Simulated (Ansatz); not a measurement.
Input file:

```yaml
crystal:
  periodic: [false, false, false]
  atoms:
    - {symbol: Sb, position_ang: [0.002200, 0.000761, -0.023591]}
    - {symbol: H, position_ang: [1.243748, 0.021047, 0.956216]}
    - {symbol: H, position_ang: [-0.806431, 1.193225, 0.937294]}
    - {symbol: H, position_ang: [-0.703129, -1.306232, 0.956245]}
basis:
  gaussian: {orbitals: def2-SVPD}
magnetization: {spin_polarized: true, initial_magnetization: 0}
correlation: {method: mp2, electrons: valence}
accuracy: high
scf: {lower_state_search: off}
```

```sh
$ ansatz run in.yaml --threads 1 --pin off --events-out ev --progress --plain --max-ram 2393MiB
```

The program prints:

```
these checks for a lower state are left out or cut short: stability, starts, cluster_reference, orbital_swaps, neighbouring_geometries, increment
1299 factors; integrals over basis functions are off by at most 2.5e-9 eV
mean field evaluation 1: about -6556.5307 eV, gradient 5.4e0 eV
mean field evaluation 2: about -6556.5355 eV, gradient 5.4e0 eV
mean field evaluation 4: about -6556.9118 eV, gradient 3.5e-1 eV
mean field evaluation 8: about -6556.9134 eV, gradient 3.5e-4 eV
mean field -6556.91336370 eV, -240.9621216804 hartree, gradient 1.3e-8 eV, S^2 0.000000; 0 other end points of the search recorded, 0 dependent functions left out
4 core orbitals not correlated: weight in the atoms' cores, before any rotation towards them, 1.000 or more for the frozen orbitals, at most 0.000 for the correlated occupied ones
reference -6556.91336370 eV, -240.9621216804 hartree; 9, 9 occupied and 43, 43 virtual orbitals, 1299 factors
second order -3.87504053 eV of doubles, -0.00000000 eV of singles
Total energy: -6560.78840423 eV, -241.1045267933 hartree
Checks for a lower state left out: stability, starts, cluster_reference, orbital_swaps, neighbouring_geometries, increment
```

Ran on 1 thread of Intel Xeon, shared host: 3.9 s wall, 0.13 GiB peak host memory.
